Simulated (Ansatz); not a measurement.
The same path of BFH3N + H2 (8 atoms, charge 0, multiplicity 1) was run twice with different band settings. Lost on the way: H7–H8. Made: B1–H7, N2–H8.

The calculation used Ansatz, RKS PBE0-D4/def2-SVP.

Relaxed end points:

```xyz
8
Properties=species:S:1:pos:R:3
B 0.083 -0.744 0.229
N -0.005 -0.249 1.529
H -0.862 -0.269 2.067
H 0.790 0.136 2.020
H 1.121 -0.718 -0.390
F -1.007 -1.255 -0.351
H -0.296 3.208 1.123
H -0.274 2.446 1.109
```

```xyz
8
Properties=species:S:1:pos:R:3
B -0.134 0.287 0.069
N 0.040 0.388 1.714
H -0.876 0.418 2.166
H 0.541 -0.427 2.073
H 1.024 0.229 -0.342
F -0.867 -0.883 -0.102
H -0.740 1.316 -0.221
H 0.558 1.228 1.977
```

Common settings: movable images 5; climbing image yes; spring 5.0 eV/Å²; optimiser quadratic models (default); start path through a guess of the saddle point; iteration limit 60; end points relaxed.

| run | force threshold |
| --- | --- |
| 1 | 0.05 eV/Å |
| 2 | 0.2 eV/Å |

What does each run give, and how far can it be trusted?

Run 1: converged after 20 iterations, highest image 1.659 eV above the first end. Neighbouring images differ by up to 1.4 eV, so the band resolves the path poorly. A vibrational analysis at the climbing image gives one clearly imaginary mode, 1367i cm⁻¹: a first-order saddle point.
Run 2: converged after 16 iterations, highest image 1.663 eV above the first end. The threshold of 0.2 eV/Å is loose, so the images may lie well off the minimum-energy path. Neighbouring images differ by up to 1.5 eV, so the band resolves the path poorly. The order of the stationary point at the top wasn't checked.
The orbitals stay closed-shell, which can raise the energy where a bond breaks towards radicals; this wasn't checked here.
